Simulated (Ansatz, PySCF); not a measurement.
This Ansatz (a program for electronic structure) input computes a PBE0/def2-TZVPD energy:

Ansatz 0.2 input:
```yaml
crystal:
  periodic: [false, false, false]
  atoms:
    - {symbol: C, position_ang: [-0.01016492, -0.27994848, 1.26025238]}
    - {symbol: N, position_ang: [0.02752705, 0.54107075, 0.00175175]}
    - {symbol: C, position_ang: [-0.01788448, -0.27138968, -1.26203737]}
    - {symbol: H, position_ang: [0.84891463, -0.94534137, 1.26048731]}
    - {symbol: H, position_ang: [0.02659022, 0.38821117, 2.11682979]}
    - {symbol: H, position_ang: [-0.93230591, -0.85474018, 1.26624623]}
    - {symbol: H, position_ang: [0.87379519, 1.11491211, 0.00110891]}
    - {symbol: H, position_ang: [0.84116373, -0.93674781, -1.27204628]}
    - {symbol: H, position_ang: [0.01364080, 0.40256842, -2.11426959]}
    - {symbol: H, position_ang: [-0.94005682, -0.84614662, -1.26628736]}
    - {symbol: H, position_ang: [-0.75613474, 1.19781794, 0.00637869]}
basis:
  gaussian:
    orbitals: def2-TZVPD
hamiltonian:
  xc: {name: PBE0}
total_charge: 1
output: {forces: true}
```

Q: Write an input for the same energy in PySCF and say what it gives.

A: 
```python
from pyscf import gto, scf, dft

mol = gto.M(
    atom='''
    C    -0.01016492   -0.27994848    1.26025238
    N     0.02752705    0.54107075    0.00175175
    C    -0.01788448   -0.27138968   -1.26203737
    H     0.84891463   -0.94534137    1.26048731
    H     0.02659022    0.38821117    2.11682979
    H    -0.93230591   -0.85474018    1.26624623
    H     0.87379519    1.11491211    0.00110891
    H     0.84116373   -0.93674781   -1.27204628
    H     0.01364080    0.40256842   -2.11426959
    H    -0.94005682   -0.84614662   -1.26628736
    H    -0.75613474    1.19781794    0.00637869
    ''',
    basis='def2-tzvpd',
    charge=1,
    spin=0,
    verbose=4,
)

mf = dft.RKS(mol, xc='pbe0').density_fit(auxbasis='def2-universal-jkfit')
mf.grids.level = 3
mf.conv_tol = 1e-9
mf.max_cycle = 100
mf.max_memory = 1500
mf.kernel()
if not mf.converged:
    mf = mf.newton()
    mf.kernel(mf.make_rdm1())
mf.analyze()
```
It gives -135.41477 Eh, and Ansatz -135.41466 Eh, a difference of 0.11 mEh, from the treatment of integrals and grids.

It need not be the lowest isomer of its formula.
